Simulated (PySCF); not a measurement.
# How methods differ on the electron affinity of Si

Si- [Ne] 3s2 3p3 (4S) → Si [Ne] 3s2 3p2 (3P), as a difference of total energies. Computed with PySCF 2.14 in dyall-av3z, with no relativity, point nucleus. Correlated levels: valence: [Ne] frozen; virtual orbitals above 40 to 60 times the deepest correlated orbital energy dropped. The calculations carry no spin-orbit coupling.

```csv
method,electron affinity (eV),plus first-order spin-orbit estimate,error of that sum (eV)
UHF,0.851,0.835,-0.555
MP2 (valence),1.387,1.371,-0.019
SCS-MP2 (valence),1.206,1.190,-0.200
CCSD (valence),1.326,1.310,-0.080
CCSD(T) (valence),1.386,1.370,-0.020
```

Reference: 1.390 eV (measured; photodetachment measurements, as compiled on the Wikipedia data page of electron affinities).

A first-order spin-orbit estimate (lowest level to lowest level, LS coupling) adds -0.016 eV.

Errors of the correlated levels include the incompleteness of this basis and the frozen core.
